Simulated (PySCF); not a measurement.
Consider methylene fluoride, `FCF` (CH2F2). Non-hydrogen atoms are numbered in `[F:1][CH2:2][F:3]`.

These are calculated values, ωB97X-D3(BJ)/ma-def2-TZVP in PySCF (grid level 2) at geometries from PBE0-D3(BJ)/def2-SVP. Thermal corrections: PBE0-D3(BJ)/def2-SVP frequencies, unscaled, ideal gas at 298.15 K and 1 bar, quasi-RRHO entropy.

(1) What are the vertical and the adiabatic ionisation energy for forming the radical cation?

(2) What oxidation potential follows in dichloromethane (IEF-PCM), given that Fc+/Fc comes at 4.70 V absolute with this functional and basis?

(3) How far is −ε(HOMO) from the vertical value by ΔSCF?

Results:

(1) 13.09 eV vertical and 12.51 eV adiabatic, the latter with zero-point energy.

(2) In the gas phase ΔG of oxidation is 12.496 eV, and solvation is -11.6 kJ/mol for the parent and -294.5 kJ/mol for the product, so the absolute potential is 9.56 V, or 4.86 V against Fc+/Fc. Fc+/Fc in dichloromethane, 4.70 V, is ωB97X-D3(BJ)/ma-def2-TZVP on PBE0-D3(BJ)/def2-SVP structures with GFN2-xTB thermal terms. Benchmark calculations put it near 5.0 V in acetonitrile and DMSO, so it is about 0.3 V low, and the value against it can read up to that much too high. The solvent is electrostatics only, on gas-phase structures; the absolute scale refers to an electron at rest in vacuum.

(3) −ε(HOMO) = 12.49 eV, which is 0.60 eV below the ΔSCF value.
